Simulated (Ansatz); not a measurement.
`C=N/C=C/CF` + H₂ → `C=CN=C` + `CF`  (hydrogenolysis of a C–C bond)

Computed with Ansatz on PBE0-D4/def2-TZVP structures; ΔE is electronic, products minus reactants. CCSD(T)/CBS is the MP2 limit (def2-TZVPP, def2-QZVPP) plus CCSD(T) − MP2 in def2-TZVPP, frozen cores. This one scheme is used for every species. DFT in def2-TZVPP. B3LYP here is the variant with VWN-RPA as its local correlation; programs differ in this. One conformer a species, not always the lowest.

`C=N/C=C/CF`:

```xyz
12

C    -0.426    2.359    1.091
N    -0.587    1.104    1.134
C    -0.031    0.348    0.106
C    -0.161   -0.975    0.095
C     0.389   -1.873   -0.946
F     1.064   -1.179   -1.927
H     0.125    2.866    0.288
H    -0.849    2.976    1.880
H     0.513    0.862   -0.689
H    -0.709   -1.452    0.903
H    -0.415   -2.442   -1.430
H     1.087   -2.595   -0.505
```

H₂:

Z-matrix (Å, degrees):
```
H
H 1 0.746
```

`C=CN=C`:

Cartesian coordinates in Å:
```
C 1.481 0.379 0.827
C 0.392 0.361 0.068
N -0.480 -0.725 0.081
C -1.497 -0.669 -0.671
H 2.157 1.224 0.815
H 1.710 -0.460 1.474
H 0.149 1.202 -0.590
H -2.197 -1.502 -0.683
H -1.715 0.189 -1.322
```

`CF`:

Z-matrix (Å, degrees):
```
C
F 1 1.376
H 1 1.092 2 109.1
H 1 1.092 2 109.1 3 -120.0
H 1 1.092 2 109.1 3 120.0
```

| level | ΔE (kJ/mol) | difference from CCSD(T)/CBS |
| --- | --- | --- |
| PBE-D4 | -35.1 | 7.6 |
| r2SCAN-D4 | -35.9 | 6.8 |
| PBE0-D4 | -39.0 | 3.7 |
| B3LYP-D4 | -42.4 | 0.3 |
| ωB97X-V | -40.2 | 2.5 |
| ωB97M-V | -40.3 | 2.4 |
| PBE0 | -43.1 | -0.4 |
| HF/def2-TZVPP | -62.4 | -19.7 |
| MP2/def2-TZVPP | -39.1 | 3.6 |
| SCS-MP2/def2-TZVPP | -44.2 | -1.5 |
| CCSD/def2-TZVPP | -47.0 | -4.3 |
| CCSD(T)/def2-TZVPP | -42.9 | -0.2 |
| HF/def2-QZVPP | -63.0 | -20.3 |
| MP2/def2-QZVPP | -39.2 | 3.5 |
| SCS-MP2/def2-QZVPP | -44.3 | -1.6 |
| HF/CBS(def2) | -63.1 | -20.4 |
| CCSD(T)/CBS | -42.7 | 0 |

Largest T1 diagnostic among the species: 0.012.

The D4 term adds +7.3 kJ/mol with B3LYP and +4.1 kJ/mol with PBE0; it sums over pairs of atoms, weighted by their polarisabilities, and B3LYP, whose exchange is more repulsive, gets the larger term. From PBE to PBE0 (25 % exact exchange), in def2-TZVPP and without D4, ΔE moves by −3.3 kJ/mol. In def2-TZVPP, CCSD(T) changes the Hartree–Fock value by +19.5 kJ/mol (the triples alone add +4.1 kJ/mol) and MP2 by +23.3 kJ/mol.
